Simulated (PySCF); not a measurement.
Molecule: `CNC(C)(C)C`, C$_{5}$H$_{13}$N.

Geometry (Å), atoms numbered from 1 in this order:
```xyz
19

C     1.8006   -0.9129   -0.6631
N     0.9586   -0.5996    0.4639
C    -0.2999    0.1040    0.2146
C    -0.1015    1.4617   -0.4766
C    -1.2132   -0.7790   -0.6366
C    -0.9473    0.3226    1.5810
H     2.1268   -0.0470   -1.2786
H     2.7098   -1.4183   -0.3032
H     1.2967   -1.6208   -1.3394
H     1.4906   -0.0820    1.1593
H     0.3466    1.3467   -1.4755
H    -1.0595    1.9894   -0.6038
H     0.5626    2.1079    0.1207
H    -1.3260   -1.7689   -0.1697
H    -2.2085   -0.3207   -0.7363
H    -0.8150   -0.9212   -1.6527
H    -1.9208    0.8261    1.4842
H    -1.0931   -0.6410    2.0909
H    -0.3075    0.9530    2.2211
```

Geometry PBE0-D3(BJ)/def2-SVP throughout; GIAO in PySCF 2.14.0 with density-fitted response routines, gas phase, one conformer, non-relativistic; equivalent atoms averaged; functional PBE0.

For orientation, def2-TZVP gives these shifts δ (against TMS, NH3 at the same level): C3 50.6, C1 29.7, C4/C5/C6 29.2, N2 65.3, H7/H8/H9 2.35, H11/H12/H13/H14/H15/H16/H17/H18/H19 0.99, H10 -0.43 ppm.

A run gave: C3 49.8, C1 28.9, C4/C5/C6 28.4, N2 63.4, H7/H8/H9 2.34, H11/H12/H13/H14/H15/H16/H17/H18/H19 0.97, H10 -0.39 ppm (shifts δ (against TMS, NH3 at the same level)).

Which basis set was used in that run?
A. 6-31G*
B. def2-SVP
C. pcSseg-0
D. 6-311+G(2d,p)

Answers

D. N2 tells them apart best: 6-311+G(2d,p) gives 63.4, def2-SVP gives 54.0, 6-31G* gives 45.8, pcSseg-0 gives 50.3 ppm.
